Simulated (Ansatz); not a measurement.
Molecule: Cl2, net charge 0, singlet state. 
Structure (B3LYP-D3(BJ)/def2-TZVP (Ansatz, a quantum-chemistry and plane-wave program) minimum search):
```
Cl
Cl 1 2.0135
```
Charge 0, spin multiplicity 1.

Basis-set convergence of Hartree-Fock and CCSD(T) correlation energies (hartree) with Ansatz. Valence correlation only, unless marked. Spin-orbit coupling is left out. Non-relativistic.

```json
[
 {"basis": "def2-SVPD", "functions": "54", "E(HF)": "-918.66941", "E(corr, CCSD(T))": "-0.32690"},
 {"basis": "def2-TZVPPD", "functions": "102", "E(HF)": "-918.98391", "E(corr, CCSD(T))": "-0.43434"},
 {"basis": "def2-QZVPPD", "functions": "158", "E(HF)": "-919.00920", "E(corr, CCSD(T))": "-0.47241"}
]
```

Extrapolating the two largest sets (X = 3 and 4) as X^-3: E(corr) = (64·(-0.47241) - 27·(-0.43434))/37 = -0.5002 Eh, an estimate of the basis-set limit. The largest set recovers 94.4 % of it, the smallest 65.4 %.
